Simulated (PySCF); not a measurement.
Compound: 3-methylisoxazole, C4H5NO.
Bonds: C1–C2, C2–C3 (aromatic), C3–C4 (aromatic), C4–O5 (aromatic), O5–N6 (aromatic), C2–N6 (aromatic). Hydrogens: H7, H8, H9 on C1; H10 on C3; H11 on C4.

The computed photoelectron lines, unassigned: C 1s: 290.80 (area 1), 291.26 (area 1), 291.73 (area 1), 292.25 (area 1) eV; N 1s: 405.76 eV; O 1s: 540.36 eV.

Theory: PySCF, delta-SCF UKS SCAN, pcX-2 on the ionised atom, pcseg-1 elsewhere, spin-free X2C. Geometry: GFN2-xTB; no solvent, vibrations or thermal averaging.

Order the carbon atoms by C 1s binding energy.

290.80 eV: C3 (aromatic CH carbon); 291.26 eV: C1 (benzylic-type carbon); 291.73 eV: C2 (substituted aromatic carbon); 292.25 eV: C4 (aromatic CH next to a ring oxygen). Lowest listed C 1s: C3, bonded to 2 C (aromatic in the SMILES) and H. Highest, 1.45 eV above it: C4, bonded to O (aromatic in the SMILES), C (aromatic in the SMILES) and H. The widest gap between neighbouring values is 0.52 eV, between 291.73 and 292.25 eV. Summing the Pauling electronegativity differences to the bonded atoms, each weighted by its formal bond order, gives -0.35 for the lowest site and +0.99 for the highest; no listed site has a larger sum than the highest. The smallest sum, -1.05, belongs to C1, 0.46 eV above the lowest.

Bonded neighbours of each site: C1: C and 3 H; C2: N (aromatic in the SMILES), C (aromatic in the SMILES) and C; C3: 2 C (aromatic in the SMILES) and H; C4: O (aromatic in the SMILES), C (aromatic in the SMILES) and H; O5: N (aromatic in the SMILES) and C (aromatic in the SMILES); N6: O (aromatic in the SMILES) and C (aromatic in the SMILES).

Give the binding energy of C 1s of C1 in hartree and in kJ/mol.

291.26 eV = 10.7036 Eh = 28102 kJ/mol.
